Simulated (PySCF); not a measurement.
Homolysis of single bonds, series allenyl-X. All species are isolated molecules in the gas phase. One relaxed conformer stands for each flexible species; it need not be the lowest. Strings in code marks are SMILES.

The highest occupied spin orbital from two functionals at the same geometries (B3LYP-D3(BJ)/def2-TZVP), both in PySCF: PBE-D3(BJ)/def2-TZVP and ωB97X-D3(BJ)/def2-TZVP. 

```
species                        PBE-D3(BJ)/def2-TZVP (eV)
-----------------------------  -------------------------
radical fragment (`C=C=[CH]`)                      -5.10
radical fragment (`C[CH2]`)                        -4.55
radical fragment (`[OH]`)                          -7.16
radical fragment (`[NH2]`)                         -7.05
radical fragment (`O=[CH]`)                        -4.85
radical fragment (`[SiH3]`)                        -5.33
radical fragment (`C[S]`)                          -5.32
radical fragment (`[C]#C`)                         -7.34
radical fragment (`[BH2]`)                         -4.91
radical fragment (`[SeH]`)                         -5.80
```

Question: What does ωB97X-D3(BJ)/def2-TZVP give for each?

Answer: 
- radical fragment (`C=C=[CH]`): -8.56
- radical fragment (`C[CH2]`): -8.27
- radical fragment (`[OH]`): -11.83
- radical fragment (`[NH2]`): -11.36
- radical fragment (`O=[CH]`): -8.86
- radical fragment (`[SiH3]`): -8.60
- radical fragment (`C[S]`): -9.11
- radical fragment (`[C]#C`): -11.16
- radical fragment (`[BH2]`): -8.50
- radical fragment (`[SeH]`): -9.44
Over these rows, drawn at random from the members with no instability flagged (it was tested for open shells, ions and some series alone), PBE minus ωB97X-D3(BJ): mean +3.83 eV, from +3.27 eV to +4.67 eV.
